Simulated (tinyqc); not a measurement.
Inside a calculation. Method: UHF in the sto-3g basis, for LiH, spin multiplicity 3. One step of it, computed by the program tinyqc.

Task: Iteration 4: DIIS coefficients. Solve [B -1; -1 0][c; lambda] = [0; -1] for the coefficients, which sum to one.

B (overlaps of the stored error matrices):
```
[[1.1871789e-01, 4.0262506e-02, 2.7401862e-03, 4.3598845e-05],
 [4.0262506e-02, 1.5323835e-02, 1.4793561e-03, 7.4505610e-05],
 [2.7401862e-03, 1.4793561e-03, 2.8382760e-04, 4.7128283e-05],
 [4.3598845e-05, 7.4505610e-05, 4.7128283e-05, 2.3336668e-05]]
```

Give: DIIS coefficients.

Result:

DIIS coefficients: [-0.0632, 0.2477, -0.9253, 1.7408]
